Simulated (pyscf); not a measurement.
Thermochemistry of product channels of `[O]=[Sn]` [singlet] + `[FH]` on the singlet surface, in kcal/mol, from CCSD(T)/def2-TZVPP + ΔMP2(QZVPP) energies (ideal gas, 1 atm, RRHO with modes under 100 cm⁻¹ raised to 100, one conformer, R ln 2 for rigid chiral ones). Optimised with ωB97X-D3(BJ)/def2-SVP in PySCF. MP2 and CC: frozen core, UHF for open shells. ΔMP2 is the change of the MP2 total energy from the triple- to the quadruple-zeta basis.

```json
[
 {"products": "`[O]=[SnH][F]`", "ΔE": "+17.6", "ΔH(298 K)": "+16.1", "ΔG(298 K)": "+24.3", "ΔG(900 K)": "___"},
 {"products": "`[OH][Sn][F]` [singlet]", "ΔE": "-50.6", "ΔH(298 K)": "-49.5", "ΔG(298 K)": "-41.4", "ΔG(900 K)": "___"}
]
```

Question: Some entries are withheld; supply them.

Answer: 
- `[O]=[SnH][F]`, ΔG(900 K): +40.6
- `[OH][Sn][F]` [singlet], ΔG(900 K): -25.3

These are energies of the channels, which say nothing of barriers. The CCSD(T) − MP2 part came from Ansatz, without density fitting, on the same reference. The largest closed-shell T1 diagnostic is 0.033, which may signal static correlation. The frozen core leaves the outer d or s,p core shells of the metals and heavy elements correlated in the MP2 and CC values, and def2-TZVPP describes them poorly, which can shift differences by a few kcal/mol. Elements past Kr carry the def2 core potentials, without spin-orbit coupling.
